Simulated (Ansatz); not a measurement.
Basis-set series for C$_{2}$H$_{3}$FN$_{2}$ (`N=CN=CF`). Charge 0, multiplicity 1. Geometry: relaxed with PBE0-D4/def2-TZVP. It is one conformer, not always the lowest.

```tsv
atom	x (Å)	y (Å)	z (Å)
N1	-1.9038	0.7428	-0.2772
C2	-0.8421	0.0673	-0.3453
N3	0.3076	0.3819	0.4010
C4	1.3276	-0.3350	0.3433
F5	1.4516	-1.4421	-0.3949
H6	-1.7756	1.5127	0.3830
H7	-0.8036	-0.7974	-1.0090
H8	2.2383	-0.1302	0.8990
```

| functional | basis | functions | energy (Eh) | HOMO (eV) | LUMO (eV) |
| --- | --- | --- | --- | --- | --- |
| PBE0-D4 | def2-TZVPP | 197 | -287.13376 | -8.27 | -1.69 |
| PBE0-D4 | def2-QZVPP | 375 | -287.14886 | -8.31 | -1.75 |
| ωB97M-V | def2-TZVPP | 197 | -287.35544 | -10.68 | 0.56 |
| ωB97M-V | def2-QZVPP | 375 | -287.36972 | -10.72 | 0.47 |

(1) Give the rows for def2-SVP. (Best estimate.)

Results:

(1) Computed: 
| functional | basis | functions | energy (Eh) | HOMO (eV) | LUMO (eV) |
| --- | --- | --- | --- | --- | --- |
| PBE0-D4 | def2-SVP | 85 | -286.79941 | -8.03 | -1.50 |
| ωB97M-V | def2-SVP | 85 | -287.01043 | -10.43 | 0.82 |

Positive LUMOs are unbound and depend on the basis.
